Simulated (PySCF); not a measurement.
Molfile (atoms numbered from 1):
```
C3H7F
     RDKit          3D

 11 10  0  0  0  0  0  0  0  0999 V2000
   -1.2759   -0.0520   -0.1369 C   0  0  0  0  0  0  0  0  0  0  0  0
    0.1054    0.5532   -0.1281 C   0  0  0  0  0  0  0  0  0  0  0  0
    1.2017   -0.4386    0.1691 C   0  0  0  0  0  0  0  0  0  0  0  0
    0.1410    1.5503    0.8478 F   0  0  0  0  0  0  0  0  0  0  0  0
   -1.4858   -0.5318    0.8218 H   0  0  0  0  0  0  0  0  0  0  0  0
   -1.3542   -0.8045   -0.9248 H   0  0  0  0  0  0  0  0  0  0  0  0
   -2.0305    0.7153   -0.3163 H   0  0  0  0  0  0  0  0  0  0  0  0
    0.3017    1.0575   -1.0814 H   0  0  0  0  0  0  0  0  0  0  0  0
    1.0224   -0.9253    1.1305 H   0  0  0  0  0  0  0  0  0  0  0  0
    1.2377   -1.2071   -0.6063 H   0  0  0  0  0  0  0  0  0  0  0  0
    2.1712    0.0605    0.2058 H   0  0  0  0  0  0  0  0  0  0  0  0
  1  2  1  0
  2  3  1  0
  2  4  1  0
  1  5  1  0
  1  6  1  0
  1  7  1  0
  2  8  1  0
  3  9  1  0
  3 10  1  0
  3 11  1  0
M  END
```

[PySCF 2.14: PBE0-D3(BJ)/def2-TZVP geometry; GIAO B97-2/pcSseg-2 shieldings; no relativistic terms; fast rotation and ring inversion assumed for equivalent nuclei; gas phase; one computed conformer]

Scale: TMS for $^{13}$C (σref 185.38), $^{1}$H (σref 31.64); CFCl3 for $^{19}$F (σref 175.98) (reference shieldings calculated alike).

```json
{"atoms": "H5/H6/H7/H9/H10/H11", "nucleus": "$^{1}$H", "count": "6", "δ (ppm)": "?"}
{"atoms": "C2", "nucleus": "$^{13}$C", "count": "1", "δ (ppm)": "?"}
{"atoms": "H8", "nucleus": "$^{1}$H", "count": "1", "δ (ppm)": "4.81"}
{"atoms": "C1/C3", "nucleus": "$^{13}$C", "count": "2", "δ (ppm)": "25.0"}
{"atoms": "F4", "nucleus": "$^{19}$F", "count": "1", "δ (ppm)": "-188.4"}
```

Q: Estimate the values marked ?.

A: 
- C2: 92.1 ppm, sp3 CH bonded to F; deshielded by the electronegative neighbour
- H5/H6/H7/H9/H10/H11: 1.25 ppm, hydrogen on a methyl carbon

Shifts are as computed. Against solution values, carbons near 30 ppm lie about +3 ppm off and those near 130 ppm about +7 ppm. Of 1211 compounds with measured shifts, 218 miss one by over three times the rms of a fit or turn the order of signals round; such compounds aren't used in these exercises. Unscaled 19F shifts against computed CFCl3 carry errors that often reach 10 to 50 ppm.
